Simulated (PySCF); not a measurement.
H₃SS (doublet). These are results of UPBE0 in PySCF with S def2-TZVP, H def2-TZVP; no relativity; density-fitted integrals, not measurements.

Harmonic bands of its minimum:

| ω (cm⁻¹) | IR (km/mol) |
| --- | --- |
| 201 | 57.2 |
| 531 | 0.0 |
| 593 | 25.0 |
| 1019 | 12.3 |
| 1172 | 136 |
| 1221 | 7.2 |
| 1531 | 619 |
| 2619 | 1.7 |
| 2629 | 2.4 |

Infer the point group and assign the bands.

Cs. The modes span 6a' + 3a'': 201 a', 531 a'', 593 a', 1019 a', 1172 a', 1221 a'', 1531 a', 2619 a', 2629 a''. The computed geometry has S–H 1.348 Å (×2), S–H 1.510 Å, S–S 2.111 Å; H–S–H 85.1° (×2), H–S–H 96.5°, H–S–S 101.9° (×2), H–S–S 169.4°.

This need not be the most stable arrangement of these atoms.
